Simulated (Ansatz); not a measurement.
**CHNSi (quintet): the correlation ladder, cc-pVDZ**

Aim: climb from Hartree-Fock through coupled cluster for CHNSi (quintet) at one geometry and basis, and see what each rung misses.

Computed with Ansatz 0.2.0, Gaussian basis. Level: cc-pVDZ, core rule «outside noble gas», up to 7 orbitals frozen.

The runs, in order: UHF; CCSD(T) on ROHF; CCSD(T) on UHF; BCCD(T) on ROHF; CISD; CCSDT(Q) on ROHF; CCSDT(Q) on UHF.

29 further runs of the same task are left out: 12 that didn't finish, 17 set aside as unsound or not needed.

## 1. The system

The geometry is a PBE0/def2-TZVP stationary point (not a proven minimum) of the parent state, kept for this charge and spin.

4 atoms, charge 0, spin multiplicity 5.

Atoms are counted from 1 here; the program's logs count them from 0.

Bond lengths: C1–N2 1.210 Å, C1–H4 1.080 Å, N2–Si3 1.677 Å. Angles: N2–C1–H4 141.6°, C1–N2–Si3 175.8°.

Coordinates:

```xyz
4

C     0.00000   -0.20374    0.79744
N    -0.00001   -0.10376   -0.40886
Si    0.00000   -0.08703   -2.08565
H     0.00000    0.39453    1.69707
```

## 2. UHF

Input file in.yaml:

```yaml
crystal:
  periodic: [false, false, false]
  atoms:
    - {symbol: C, position_ang: [0.000003, -0.203741, 0.797438]}
    - {symbol: N, position_ang: [-0.000006, -0.103756, -0.408858]}
    - {symbol: Si, position_ang: [0.000001, -0.087034, -2.085648]}
    - {symbol: H, position_ang: [0.000003, 0.394532, 1.697068]}
basis:
  gaussian: {orbitals: cc-pVDZ}
magnetization: {spin_polarized: true, initial_magnetization: 4}
hamiltonian: {xc: hf}
output: {orbitals: {seedname: orbitals}}
```

Launch:

```console
> ansatz run in.yaml --threads 1 --pin off --events-out ev --progress --plain --max-ram 2393MiB
```

Further steps of the session: CCSD(T) on ROHF; CCSD(T) on UHF; BCCD(T) on ROHF; CISD; CCSDT(Q) on ROHF; CCSDT(Q) on UHF.

Before running them: what should the planned runs give, taken together? Wanted: UCCSDT(Q) below the RHF energy; RMP2 from UCCSDT(Q); UMP2 from UCCSDT(Q); RCCSD from UCCSDT(Q); RCCSD(T) from UCCSDT(Q); UCCSD(T) from UCCSDT(Q); RCCSDT(Q) from UCCSDT(Q); T1 diagnostic.

As calculated:

```
                         quantity                      value
   UCCSDT(Q) below the RHF energy                 -9.3383 eV
              RMP2 from UCCSDT(Q)            +22.09 kcal/mol
              UMP2 from UCCSDT(Q)            +25.87 kcal/mol
             RCCSD from UCCSDT(Q)             +9.47 kcal/mol
          RCCSD(T) from UCCSDT(Q)             +1.34 kcal/mol
          UCCSD(T) from UCCSDT(Q)             +1.44 kcal/mol
         RCCSDT(Q) from UCCSDT(Q)             +0.10 kcal/mol
levels within 1 kcal/mol (43 meV)  RCCSDT, UCCSDT, RCCSDT(Q)
                    T1 diagnostic                      0.029
```

RCCSD(T) lands +1.34 kcal/mol from the yardstick (0.6 % of the correlation energy). These misses are within one basis, not against nature; the frozen cores of restricted and unrestricted runs differ, which can shift their rows.
